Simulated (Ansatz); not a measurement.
The reference is InAs in the zinc blende structure (space group F-43m, No. 216; a = 6.1863 Å).

Calculations: PBE/PAW in Ansatz (a first-principles code), scalar-relativistic without spin-orbit coupling.

One thing is altered: Ga takes the place of In on all its sites, then cell and atoms are relaxed.

Measured lattice parameter a: InAs 6.047 Å (static lattice; corrected from measurement; as listed in Daniel Mejia-Rodriguez, S. B. Trickey, Phys. Rev. B (2018)); GaAs 5.64 Å (static lattice; corrected from measurement; as listed in Daniel Mejia-Rodriguez, S. B. Trickey, Phys. Rev. B (2018)).

Question: How well does PBE reproduce the measured shift?

Answer: With PBE the lattice parameter a moves by -0.441 Å (6.186 → 5.746) against -0.407 Å measured.

Whether these cells are dynamically stable was not tested. All final runs are without spin polarisation.
